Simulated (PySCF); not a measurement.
N2, singlet, at a GFN2-xTB geometry of the parent state; M062X/def2-SVP run with PySCF.

Input for PySCF:
```python
from pyscf import gto, scf, dft

mol = gto.Mole()
mol.atom = '''
    N    -0.00000000   -0.00000000   -0.57776211
    N     0.00000000    0.00000000    0.57776211
'''
mol.basis = 'def2-svp'
mol.verbose = 4
mol.build()

mf = dft.RKS(mol)
mf.xc = 'm062x'
mf.kernel()
mf.analyze()
```

Output, abridged:

```
PySCF version 2.14.0

[INPUT] verbose = 4
[INPUT] num. atoms = 2
[INPUT] num. electrons = 14
[INPUT] charge = 0
[INPUT] spin (= nelec alpha-beta = 2S) = 0
[INPUT] symmetry False subgroup None
[INPUT] Mole.unit = angstrom
[INPUT] Symbol           X                Y                Z      unit          X                Y                Z       unit  Magmom
[...]
nuclear repulsion = 22.439757545783
number of shells = 12
number of NR pGTOs = 48
number of NR cGTOs = 28
basis = def2-svp
ecp = {}

******** <class 'pyscf.dft.rks.RKS'> ********
method = RKS
initial guess = minao
damping factor = 0
level_shift factor = 0
DIIS = <class 'pyscf.scf.diis.CDIIS'>
diis_start_cycle = 1
diis_space = 8
diis_damp = 0
SCF conv_tol = 1e-09
SCF conv_tol_grad = None
SCF max_cycles = 50
direct_scf = True
direct_scf_tol = 1e-13
XC library pyscf.dft.libxc version 7.1.2
    S. Lehtola, C. Steigemann, M. J. T. Oliveira, and M. A. L. Marques,  SoftwareX 7, 1–5 (2018)
XC functionals = m062x
    Y. Zhao and D. G. Truhlar,  Theor. Chem. Acc. 120, 215 (2008)
    Y. Zhao and D. G. Truhlar,  Theor. Chem. Acc. 120, 215 (2008)
radial grids:
    Treutler-Ahlrichs [JCP 102, 346 (1995); DOI:10.1063/1.469408] (M4) radial grids

becke partition: Becke, JCP 88, 2547 (1988); DOI:10.1063/1.454033
pruning grids: <function nwchem_prune>
grids dens level: 3
symmetrized grids: False
atomic radii adjust function: <function treutler_atomic_radii_adjust>
small_rho_cutoff = 0
Set gradient conv threshold to 3.16228e-05
Initial guess from minao.
tot grids = 27808
init E= -109.345913341022
[...]
cycle= 1 E= -109.381518617162  delta_E= -0.0356  |g|= 0.203  |ddm|= 1.75
[...]
cycle= 2 E= -109.389333133715  delta_E= -0.00781  |g|= 0.0905  |ddm|= 0.238
[...]
cycle= 3 E= -109.391318354186  delta_E= -0.00199  |g|= 0.00504  |ddm|= 0.0886
[...]
cycle= 4 E= -109.391326463102  delta_E= -8.11e-06  |g|= 0.000781  |ddm|= 0.00659
[...]
cycle= 5 E= -109.391326595007  delta_E= -1.32e-07  |g|= 4.01e-05  |ddm|= 0.00101
[...]
cycle= 6 E= -109.391326595655  delta_E= -6.48e-10  |g|= 1.43e-06  |ddm|= 9.06e-05
[...]
Extra cycle  E= -109.391326595656  delta_E= -5.97e-13  |g|= 2.49e-07  |ddm|= 2.76e-06
converged SCF energy = -109.391326595656
**** SCF Summaries ****
Total Energy =                        -109.391326595655698
Nuclear Repulsion Energy =              22.439757545782989
One-electron Energy =                 -191.995100005548068
Two-electron Energy =                   60.164015864109388
Two-electron Coulomb Energy =           73.735744474761333
DFT Exchange-Correlation Energy =      -13.571728610651942
HOMO-LUMO gap [eV] =                    14.059771882956339
**** MO energy ****
[...]
 ** Mulliken pop on meta-lowdin orthogonal AOs  **
 ** Mulliken pop  **
[...]
 ** Mulliken atomic charges  **
charge of    0N =      0.00000
charge of    1N =     -0.00000
Dipole moment(X, Y, Z, Debye):  0.00000,  0.00000, -0.00000
```
